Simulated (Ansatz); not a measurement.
Frontier orbitals of AlH5O (`[OH2+][AlH3-]`).

Total charge 0; spin multiplicity 1. The structure was optimised at the PBE0-D4/def2-TZVP level. Basis def2-TZVPP, the Gaussian-basis code of Ansatz.

**Question.** Compute the vertical ionisation energy as the energy of the cation minus that of the neutral molecule, at each level. (An estimate is asked.)

**Answer.** The calculation gave: 
```csv
level,IE (eV),difference from CCSD(T)/CBS(def2)
PBE-D4/def2-TZVPP,9.73,-0.67
r2SCAN-D4/def2-TZVPP,9.85,-0.55
PBE0-D4/def2-TZVPP,10.01,-0.39
B3LYP-D4/def2-TZVPP,10.07,-0.33
ωB97X-V/def2-TZVPP,10.30,-0.11
ωB97M-V/def2-TZVPP,10.23,-0.18
B2PLYP/def2-TZVPP,10.15,-0.25
HF/def2-TZVPP,9.61,-0.79
MP2/def2-TZVPP,10.34,-0.07
CCSD/def2-TZVPP,10.36,-0.04
CCSD(T)/def2-TZVPP,10.35,-0.05
HF/def2-QZVPP,9.61,-0.80
MP2/def2-QZVPP,10.38,-0.02
CCSD/def2-QZVPP,10.39,-0.01
CCSD(T)/def2-QZVPP,10.38,-0.03
HF/CBS(def2),9.61,-0.80
MP2/CBS(def2),10.42,0.02
CCSD/CBS(def2),10.41,0.01
CCSD(T)/CBS(def2),10.40,0.00
```

B3LYP here is the variant with VWN-RPA as its local correlation; programs differ in this.
